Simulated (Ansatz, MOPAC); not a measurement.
System: C2H4NO (charge 0, doublet). SMILES: CC(=O)[NH]
Geometry from a B3LYP-D3(BJ)/def2-TZVP (Ansatz, a program for electronic structure) optimisation:
```xyz
8

O      0.4806     1.2318     0.0712
C      0.0856     0.0703    -0.0239
N      1.0063    -0.9284     0.1131
C     -1.3604    -0.3142    -0.1021
H     -1.9628     0.5531    -0.3620
H     -1.5017    -1.1086    -0.8366
H     -1.6814    -0.7025     0.8666
H      1.9064    -0.6339    -0.2739
```
Charge 0, spin multiplicity 2.

Wanted: enthalpy of formation at 298 K, in kcal/mol. Set-up: six Cartesian d functions in 6-31G* and its kin unless marked 5d; spin-orbit terms left out; non-relativistic; dispersion terms only where a functional's name holds one; frozen cores in correlated levels; PM7 with its own dispersion and hydrogen-bond terms; UHF or UKS for open shells. Ab initio and DFT rows: single points at B3LYP-D3(BJ) geometries (Ansatz), with unscaled harmonic terms from B3LYP/6-31G* at its own minima, enthalpies of formation by atomisation with measured atoms. Semi-empirical rows: MOPAC heats of formation at their own minima for 298 K. A UHF reference is markedly spin-contaminated in at least one set, which strains HF and MP2.

```
level                        program  enthalpy of formation at 298 K (kcal/mol)
--------------------  --------------  -----------------------------------------
AM1                            MOPAC                                        0.1
PM7                            MOPAC                                       -5.4
SVWN5/6-31G*                  Ansatz                                     -130.3
B3LYP/6-31G                   Ansatz                                       41.9
B3LYP/6-31G*                  Ansatz                                        3.6
B3LYP/cc-pVDZ                 Ansatz                                       12.6
MP2/STO-3G                    Ansatz                                      113.1
r2SCAN-D4/def2-TZVPD  Ansatz + dftd4                                       -3.6
wB97M-V/def2-TZVPD            Ansatz                                        0.6
```

No value to compare with is used here. The 7 habitual levels span -130.3 (SVWN5/6-31G*) to 113.1 kcal/mol (MP2/STO-3G); r2SCAN-D4/def2-TZVPD gives -3.6.

The levels are drawn from those run, B3LYP/6-31G* more often than the rest, none by its result; runs whose electronic state is in doubt are left out.
